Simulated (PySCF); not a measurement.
Gas-phase reaction: SiH2(NH2)2 + c-Si3H6 + N2 ⇌ 4 HSiNH2

Computed with PySCF and rigid-rotor harmonic-oscillator thermochemistry at 1 bar. † marks an energy on the PBE0/def2-TZVP geometry and frequencies; other levels use their own. CCSD(T) freezes the core. 6-31G* has spherical d functions here. All species are closed-shell singlets. No R ln 2 is added for the mirror-image form of SiH2(NH2)2. SiH2(NH2)2, c-Si3H6, HSiNH2: computed as isolated molecules; such fragments, hydroxides, amides, oligomers or adducts are transient or little studied in the gas. CCSD(T) isn't extrapolated to the basis-set limit; its ΔH°(298 K) is 332.8 kJ in def2-SVP and 333.2 kJ in def2-TZVPP. The harmonic model lacks anharmonicity and excited electronic states, which grow with temperature; levels with a mode under 35 cm⁻¹ are left out. Internal rotation in SiH2(NH2)2, HSiNH2 is treated as a harmonic vibration of one conformer, which makes the entropy rough.

| level | ΔE electronic, kJ | ΔH°(298 K), kJ | ΔS°(298 K), J/K | ΔG°(1600 K), kJ |
|---|---|---|---|---|
| BLYP/def2-TZVP† | 237 | 263 | 193 | -4 |
| CCSD(T)/def2-TZVPP† | 307 | 333 | 193 | 66 |
| HF/6-31G* | 330 | 356 | 204 | 69 |
| r2SCAN/def2-TZVP† | 350 | 376 | 193 | 109 |
| ωB97M-V/def2-TZVP† | 272 | 298 | 193 | 31 |
ΔH° is lowest at BLYP/def2-TZVP† and highest at r2SCAN/def2-TZVP†. No reference value is set beside these.
